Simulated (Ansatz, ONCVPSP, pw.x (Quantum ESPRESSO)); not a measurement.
**Ru (Z = 44): one change to the ONCV potential, in the atom and in the sc crystal**

```json
{
  "Element": "ruthenium (Ru)",
  "Generator": "ONCVPSP 4.0.1.1 (patched build)",
  "Type": "optimised norm-conserving Vanderbilt (ONCV)",
  "Functional": "PBEsol",
  "Relativity": "scalar-relativistic",
  "Frozen core": "[Ar] 3d10",
  "Valence charge": "16",
  "Reference configuration": "4s2 4p6 4d7 5s0.5 5p0.5",
  "Partial waves": "4s+5s: rc 1.65 bohr, ncon 3, nbas 8, qcut 8.9 1/bohr, 3 projectors, debl 1.8 Ha; 4p+5p: rc 2.10 bohr, ncon 3, nbas 8, qcut 6.1 1/bohr, 2 projectors; 4d: rc 2.15 bohr, ncon 4, nbas 9, qcut 8.9 1/bohr, 3 projectors, debl 1.6 Ha",
  "Local potential": "polynomial inside 1.50 bohr (lpopt 5, dvloc0 0 Ha)",
  "Core correction": "Teter function, fcfact 5.75, rcfact 1.55"
}
```

Change: all radii but the core radius scaled by about 1.18 (s 1.96, p 2.48, d 2.54 bohr); local potential polynomial inside 1.78 bohr (lpopt 5, dvloc0 0 Ha).

Cutoffs, loose and tight: the cutoffs (Ha) at which the residual kinetic energy of the hardest occupied pseudo-wave falls to 1 and 0.1 mHa per electron. They do not see the model core or the augmentation charge, which bear on the density cutoff. Test errors are all-electron minus pseudo excitation energies from the reference, over the configurations 4s2 4p6 4d7 5s1 5p0; 4s2 4p6 4d7 5s0 5p0; 4s2 4p6 4d6 5s0 5p0; 4s2 4p6 4d7 5s0.5 5p0; variants that change the core or the reference have their own tests.

Crystal test: sc Ru in pw.x 7.5, no spin, 13³ k-points, Fermi–Dirac smearing 0.01 Ry, cutoffs set for each file from its atomic test. The reference is all-electron LAPW (Ansatz 0.2.0) with the same functional, mesh and smearing; V0 and B0 come from Birch–Murnaghan fits to the pressures at five volumes. Errors are pseudo minus all-electron; Δ is the rms difference of the E(V) curves that follow from these fits, minima aligned, over ±6 % about the mean V0. Mesh and smearing are coarse, so the numbers serve the comparison and aren't converged zero-temperature values; the lattice is a test structure that the element need not adopt.

All-electron: a0 = 2.482 Å (V0 = 15.29 Å³/atom), B0 = 244.4 GPa.

Q: Does the change bring the crystal closer to the all-electron result?

A: The mean pressure error goes from +0.84 to +1.50 GPa, so the change moves the solid further from the all-electron pressures. At 80 % of its cutoff the pressure of the base moves by -1.75 GPa.

| quantity | base | changed |
| --- | --- | --- |
| outcome (atom) | generated | generated |
| cutoff, loose (atom) | 25 Ha | 21 Ha |
| cutoff, tight (atom) | 29 Ha | 26 Ha |
| bound ghosts (atom) | none | none |
| largest test error (meV) (atom) | -1.1 over the solved tests; 1 of 4 tests not solved or not reliable | -0.5 over the solved tests; 1 of 4 tests not solved or not reliable |
| cutoffs in pw.x (Ry) | 70/280 | 60/240 |
| a0 (Å) | 2.485 | 2.487 |
| a0 error (%) | +0.11 | +0.20 |
| B0 error (%) | +0.1 | -0.1 |
| Δ (meV/atom) | 2.8 | 4.9 |
| mean pressure error (GPa) | +0.84 | +1.50 |

Base: Atomic configuration tests: 1 of 4 tests not solved or not reliable. Changed file: The largest radius (2.54 bohr) exceeds half the bond length (2.34 bohr), so the spheres overlap, which is one possible source of error among others. Atomic configuration tests: 1 of 4 tests not solved or not reliable.
